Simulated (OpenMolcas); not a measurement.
# SiHCl2 (SMILES Cl[SiH]Cl): a chain of runs

Aim: the energy (UHF/STO-3G), then a single-point energy (CASSCF(3,3)/STO-3G), then the energy (CASPT2(3,3)/STO-3G), then the energy (SC-NEVPT2(3,3)/STO-3G), then the energy (MRCI(3,3)/STO-3G) of SiHCl2. 

The calculation is run with OpenMolcas 26.06.

2 further runs of the same task are left out: 1 for a known fault of the program, 1 set aside as unsound or not needed.

### 1 Starting point

SiHCl2 has 4 atoms, charge 0, and is taken as a doublet. SMILES: `Cl[SiH]Cl`. The Si2–Cl3 distance was set to 3.070 Å, away from the relaxed value. At this shape a bond of the SMILES string is far longer than usual.

Bond lengths: Cl1–Si2 2.047 Å, Si2–H4 1.488 Å. Angles: Cl1–Si2–H4 108.0°. A long bond or contact: Si2–Cl3 3.070 Å.

### 2 The energy at UHF/STO-3G (run 1)

Input file step1.inp:

```
* Cl2HSi Hartree-Fock

&gateway
  baslib
  $CurrDir
  coord
  4
  angstrom
  Cl      -1.678250       0.111350       1.910250
  Si       0.155950      -0.480650       1.220850
  Cl       0.250900      -0.281300      -1.841700
  H        1.176550       0.451250       1.773250
  basis
  STO-3G
  group
  NoSym

&seward

&scf
  uhf
  spin
  2
  scramble
  0.25
  prorbitals
  1 1
```

The basis set STO-3G is read from a file made from the Basis Set Exchange's data (not shown).

Run with:

```sh
$ export MOLCAS_MEM=1860
$ pymolcas step1.inp > step1.log
```

The log of the run:

```text
--- Start Module: gateway ---
[...]
--- Stop Module: gateway /rc=_RC_ALL_IS_WELL_ ---
--- Start Module: seward ---
[...]
      Basis functions           28
--- Stop Module: seward /rc=_RC_ALL_IS_WELL_ ---
--- Start Module: scf ---
[...]
       Convergence after  25 Iterations
[...]
::    Total SCF energy                              -1195.3010839993
[...]
      Total spin, S                                     0.6149570306
[...]
      Total electronic charge=   49.000000
      Total            charge=   -0.000000
[...]
      Dipole Moment (debye):
      Origin of the operator (angstrom)=   -0.4485   -0.1914    0.3876
                   X=  2.4102E+00               Y= -7.3472E-01               Z=  9.4415E-01           Total=  2.6908E+00
      Quadrupole Moment (debye*angstrom):
[...]
--- Stop Module: scf /rc=_RC_ALL_IS_WELL_ ---
[...]
```

Run time: 2.1 s. Hardware: 1 thread of Arm Neoverse V1, shared host; peak memory 0.37 GiB.

### 3 The energy at CASSCF(3,3)/STO-3G (run 2)

Input file step2.input:

```
&GATEWAY
BASLIB=$CurrDir
COORD
4
angstrom
Cl      -1.678250       0.111350       1.910250
Si       0.155950      -0.480650       1.220850
Cl       0.250900      -0.281300      -1.841700
H        1.176550       0.451250       1.773250
BASIS=STO-3G
GROUP=NoSym
&SEWARD
&RASSCF
FILEORB=$CurrDir/step1.UnaOrb
SPIN=2
NACTEL=3 0 0
INACTIVE=23
RAS2=3
ORBLISTING=Nothing
```

The basis set STO-3G is read from a file made from the Basis Set Exchange's data (not shown).

Run with:

```sh
$ export MOLCAS_MEM=1860
$ pymolcas step2.input > step2.log
```

The log of the run:

```text
--- Start Module: gateway ---
[...]
--- Stop Module: gateway /rc=_RC_ALL_IS_WELL_ ---
--- Start Module: seward ---
[...]
      Basis functions           28
--- Stop Module: seward /rc=_RC_ALL_IS_WELL_ ---
--- Start Module: rasscf ---
[...]
      Number of active orbitals                  3
[...]
      Spin quantum number                      0.5
[...]
      Active orbitals                            3
[...]
      Number of CSFs                             8
[...]
      Number of root(s) required                 1
[...]
      Convergence after 17 iterations
[...]
      printout of CI-coefficients larger than  0.05 for root  1
      energy=   -1195.310324
      conf/sym  111     Coeff  Weight
             1  2u0   0.94860 0.89984
             4  udu   0.24129 0.05822
             6  uud   0.13860 0.01921
             8  0u2   0.14087 0.01985
      Natural orbitals and occupation numbers for root  1
      sym 1:   1.877768   1.002243   0.119989
      ************************************************************************************************************************
      *                                                    Final results                                                     *
[...]
::    RASSCF root number  1 Total energy:  -1195.31032402
[...]
      Total electronic charge=   49.000000
      Total            charge=   -0.000000
[...]
      Dipole Moment (debye):
      Origin of the operator (angstrom)=   -0.4485   -0.1914    0.3876
                   X=  2.4093E+00               Y= -8.1917E-01               Z=  1.1016E+00           Total=  2.7729E+00
      Quadrupole Moment (debye*angstrom):
[...]
--- Stop Module: rasscf /rc=_RC_ALL_IS_WELL_ ---
[...]
```

Wall time 2.1 s (1 thread of Arm Neoverse V1, shared host); peak memory 0.37 GiB.

### 4 A single-point energy at CASPT2(3,3)/STO-3G (run 3)

Input file step3.input:

```
* Cl2HSi CASPT2

&GATEWAY
 BasLib = $CurrDir
 Coord
 4
 angstrom
 Cl      -1.678250       0.111350       1.910250
 Si       0.155950      -0.480650       1.220850
 Cl       0.250900      -0.281300      -1.841700
 H        1.176550       0.451250       1.773250
 Basis = STO-3G
 Group = NoSym

&SEWARD

&RASSCF
 FileOrb = $CurrDir/step2.RasOrb
 Spin = 2
 Nactel = 3 0 0
 Inactive = 23
 Ras2 = 3
 OrbListing = Nothing

&CASPT2
 Imaginary = 0.1
 Frozen = 15
```

The basis set STO-3G is read from a file made from the Basis Set Exchange's data (not shown).

Run with:

```sh
$ export MOLCAS_MEM=1860
$ pymolcas step3.input > step3.log
```

The log of the run:

```text
--- Start Module: gateway ---
[...]
--- Stop Module: gateway /rc=_RC_ALL_IS_WELL_ ---
[...]
      Basis functions           28
[...]
--- Start Module: rasscf ---
[...]
      Number of active orbitals                  3
[...]
      Spin quantum number                      0.5
[...]
      Active orbitals                            3
[...]
      Number of CSFs                             8
[...]
      Number of root(s) required                 1
[...]
      Convergence after  4 iterations
[...]
      printout of CI-coefficients larger than  0.05 for root  1
      energy=   -1195.310324
      conf/sym  111     Coeff  Weight
             1  2u0   0.94860 0.89984
             4  udu   0.24129 0.05822
             6  uud   0.13860 0.01921
             8  0u2   0.14087 0.01985
      Natural orbitals and occupation numbers for root  1
      sym 1:   1.877766   1.002243   0.119991
      ************************************************************************************************************************
      *                                                    Final results                                                     *
[...]
::    RASSCF root number  1 Total energy:  -1195.31032402
[...]
      Total electronic charge=   49.000000
      Total            charge=   -0.000000
[...]
      Dipole Moment (debye):
      Origin of the operator (angstrom)=   -0.4485   -0.1914    0.3876
                   X=  2.4093E+00               Y= -8.1916E-01               Z=  1.1017E+00           Total=  2.7730E+00
      Quadrupole Moment (debye*angstrom):
[...]
--- Stop Module: rasscf /rc=_RC_ALL_IS_WELL_ ---
--- Start Module: caspt2 ---
[...]
 ###    WARNING: User changed nr of frozen orbitals.                         ###
 ###############################################################################
[...]
      E2 (Variational):          -0.0292393533
      Total energy:           -1195.3395633734
[...]
      Reference weight:           0.98212
[...]
::    CASPT2 Root  1     Total energy:  -1195.33956337
[...]
--- Stop Module: caspt2 /rc=_RC_ALL_IS_WELL_ ---
[...]
```

Run time: 1.9 s. Hardware: 1 thread of Arm Neoverse V1, shared host; peak memory 0.37 GiB.

### 5 A single-point energy at SC-NEVPT2(3,3)/STO-3G (run 4)

Input file step4.inp:

```
&GATEWAY
BasLib = $CurrDir
Coord
4
angstrom
Cl      -1.678250       0.111350       1.910250
Si       0.155950      -0.480650       1.220850
Cl       0.250900      -0.281300      -1.841700
H        1.176550       0.451250       1.773250
Basis = STO-3G
Group = NoSym
&SEWARD
&RASSCF
FileOrb = $CurrDir/step2.RasOrb
Spin = 2
Nactel = 3 0 0
Inactive = 23
Ras2 = 3
OrbListing = Nothing
&CASPT2
SC-NEVPT2
Frozen = 15
```

The basis set STO-3G is read from a file made from the Basis Set Exchange's data (not shown).

Run with:

```sh
$ export MOLCAS_MEM=1860
$ pymolcas step4.inp > step4.log
```

The log of the run:

```text
--- Start Module: gateway ---
[...]
--- Stop Module: gateway /rc=_RC_ALL_IS_WELL_ ---
[...]
      Basis functions           28
[...]
--- Start Module: rasscf ---
[...]
      Number of active orbitals                  3
[...]
      Spin quantum number                      0.5
[...]
      Active orbitals                            3
[...]
      Number of CSFs                             8
[...]
      Number of root(s) required                 1
[...]
      Convergence after  4 iterations
[...]
      printout of CI-coefficients larger than  0.05 for root  1
      energy=   -1195.310324
      conf/sym  111     Coeff  Weight
             1  2u0   0.94860 0.89984
             4  udu   0.24129 0.05822
             6  uud   0.13860 0.01921
             8  0u2   0.14087 0.01985
      Natural orbitals and occupation numbers for root  1
      sym 1:   1.877766   1.002243   0.119991
      ************************************************************************************************************************
      *                                                    Final results                                                     *
[...]
::    RASSCF root number  1 Total energy:  -1195.31032402
[...]
      Total electronic charge=   49.000000
      Total            charge=   -0.000000
[...]
      Dipole Moment (debye):
      Origin of the operator (angstrom)=   -0.4485   -0.1914    0.3876
                   X=  2.4093E+00               Y= -8.1916E-01               Z=  1.1017E+00           Total=  2.7730E+00
      Quadrupole Moment (debye*angstrom):
[...]
--- Stop Module: rasscf /rc=_RC_ALL_IS_WELL_ ---
--- Start Module: caspt2 ---
[...]
 ###    WARNING: User changed nr of frozen orbitals.                         ###
 ###############################################################################
[...]
      E2 (Variational):          -0.0283295992
[...]
      E2 (Variational):          -0.0282588079
      Total energy:           -1195.3385828279
[...]
      Reference weight:           0.98295
[...]
::    SC-NEVPT2 Root  1     Total energy:  -1195.33858283
[...]
--- Stop Module: caspt2 /rc=_RC_ALL_IS_WELL_ ---
[...]
```

Wall time 1.9 s (1 thread of Arm Neoverse V1, shared host); peak memory 0.37 GiB.

### 6 A single-point energy at MRCI(3,3)/STO-3G (run 5)

Input file step5.inp:

```
&GATEWAY
  BASLIB = $CurrDir
  COORD
  4
  angstrom
  Cl      -1.678250       0.111350       1.910250
  Si       0.155950      -0.480650       1.220850
  Cl       0.250900      -0.281300      -1.841700
  H        1.176550       0.451250       1.773250
  BASIS = STO-3G
  GROUP = NoSym

&SEWARD

&RASSCF
  FILEORB = $CurrDir/step2.RasOrb
  SPIN = 2
  NACTEL = 3 0 0
  INACTIVE = 23
  RAS2 = 3
  ORBLISTING = Nothing

&MOTRA
  LUMORB
  FROZEN = 15

&GUGA
  ELECTRONS = 19
  SPIN = 2
  INACTIVE = 8
  ACTIVE = 3
  CIALL = 1

&MRCI
  SDCI
```

The basis set STO-3G is read from a file made from the Basis Set Exchange's data (not shown).

Run with:

```sh
$ export MOLCAS_MEM=1860
$ pymolcas step5.inp > step5.log
```

The log of the run:

```text
--- Start Module: gateway ---
[...]
--- Stop Module: gateway /rc=_RC_ALL_IS_WELL_ ---
[...]
      Basis functions           28
[...]
      Number of active orbitals                  3
[...]
      Spin quantum number                      0.5
[...]
      Active orbitals                            3
[...]
      Number of CSFs                             8
[...]
      Number of root(s) required                 1
[...]
      Convergence after  4 iterations
[...]
      printout of CI-coefficients larger than  0.05 for root  1
      energy=   -1195.310324
      conf/sym  111     Coeff  Weight
             1  2u0   0.94860 0.89984
             4  udu   0.24129 0.05822
             6  uud   0.13860 0.01921
             8  0u2   0.14087 0.01985
      Natural orbitals and occupation numbers for root  1
      sym 1:   1.877766   1.002243   0.119991
      ************************************************************************************************************************
      *                                                    Final results                                                     *
[...]
::    RASSCF root number  1 Total energy:  -1195.31032402
[...]
      Dipole Moment (debye):
      Origin of the operator (angstrom)=   -0.4485   -0.1914    0.3876
                   X=  2.4093E+00               Y= -8.1916E-01               Z=  1.1017E+00           Total=  2.7730E+00
      Quadrupole Moment (debye*angstrom):
[...]
      *** WARNING: Default frozen orbitals is overwritten by user input.
      *** Default values:  12
[...]
--- Start Module: guga ---
[...]
--- Stop Module: guga /rc=_RC_ALL_IS_WELL_ ---
--- Start Module: mrci ---
[...]
       (But an ACPF correction will be computed)
       USE THE DEFAULT ACPF G-VALUE GFAC=  0.10526315789473684
[...]
                      CI ENERGY: -1195.35194416
[...]
                ACPF CORRECTION:    -0.00171204
[...]
      Total electronic charge=   49.000000
      Total            charge=   -0.000000
[...]
     ACPF CORRECTION:     -0.00171204
[...]
  CI State   1     Total energy:  -1195.35194416     QDav:     -0.00192276     QACPF:     -0.00171204
[...]
--- Stop Module: mrci /rc=_RC_ALL_IS_WELL_ ---
[...]
```

Run time: 2.8 s. Hardware: 1 thread of Arm Neoverse V1, shared host; peak memory 0.37 GiB.

### 7 Outcome

```
                                                    quantity           value
                             run 1, UHF/STO-3G: total energy  -1195.30108 Eh
                            run 1, UHF/STO-3G: dipole moment          2.69 D
       run 1, UHF/STO-3G: HOMO energy (highest over α and β)        -7.45 eV
        run 1, UHF/STO-3G: LUMO energy (lowest over α and β)         1.47 eV
                                     run 1, UHF/STO-3G: ⟨S²⟩           0.993
                     run 2, CASSCF(3,3)/STO-3G: total energy  -1195.31032 Eh
   run 2, CASSCF(3,3)/STO-3G: dipole moment (CASSCF density)          2.77 D
                     run 3, CASPT2(3,3)/STO-3G: total energy  -1195.33956 Eh
   run 3, CASPT2(3,3)/STO-3G: dipole moment (CASSCF density)          2.77 D
                  run 4, SC-NEVPT2(3,3)/STO-3G: total energy  -1195.33858 Eh
run 4, SC-NEVPT2(3,3)/STO-3G: dipole moment (CASSCF density)          2.77 D
                       run 5, MRCI(3,3)/STO-3G: total energy  -1195.35194 Eh
     run 5, MRCI(3,3)/STO-3G: dipole moment (CASSCF density)          2.77 D
```

What this shows: ⟨S²⟩ (run 1, UHF/STO-3G) is 0.99 where a pure doublet has 0.75: the reference is spin-contaminated.
